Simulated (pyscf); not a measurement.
This saddle point was located with ωB97X-D3(BJ)/def2-SVP in PySCF.

```xyz
16

C      1.0214    -0.2990     0.8637
Al    -0.9533     0.5243     0.3404
C     -1.7277    -0.6954    -0.9792
N     -1.8728     1.0431     1.7894
H      0.3891    -1.1555     1.1722
H      1.5521     0.0237     1.7743
H      1.7530    -0.7288     0.1589
H     -0.9775    -1.0342    -1.7150
H     -2.5483    -0.2187    -1.5432
H     -2.1466    -1.6027    -0.5097
H     -2.6488     0.5202     2.1814
H     -1.6182     1.7893     2.4272
N      0.1497     1.9349    -0.3853
H      0.8245     0.9426     0.1708
H      0.2510     2.0649    -1.3907
H      0.2258     2.8397     0.0770
```

Surface: singlet, charge 0. Lowest wavenumbers (cm⁻¹): 1486i, 77, 94, 140, 156.

Name the species on either side of this saddle.

H₃C–Al(CH₃)–NH₂ + NH₃ <-> CH₄ + H₃C–Al(NH₂)–NH₂, a four-centre exchange read from left to right: Al–C, H–N broken and C–H, Al–N formed. At ωB97M-D3(BJ)/def2-TZVP it lies +10.6 kcal/mol from the left side and +32.5 kcal/mol from the right (each side as separated species at their lowest minima found). On the reactant side the descent ends in an adduct with a Al–N contact, 23.7 kcal/mol under the separated species and 33.2 kcal/mol under the saddle at ωB97X-D3(BJ)/def2-TZVP. What is counted as formed (Al–N) is already present as a longer contact in the reactant adduct; forming that adduct is a step of its own. At the saddle there is also a short Al–H contact that neither side keeps. One saddle was located; it need not be the lowest between these sides.
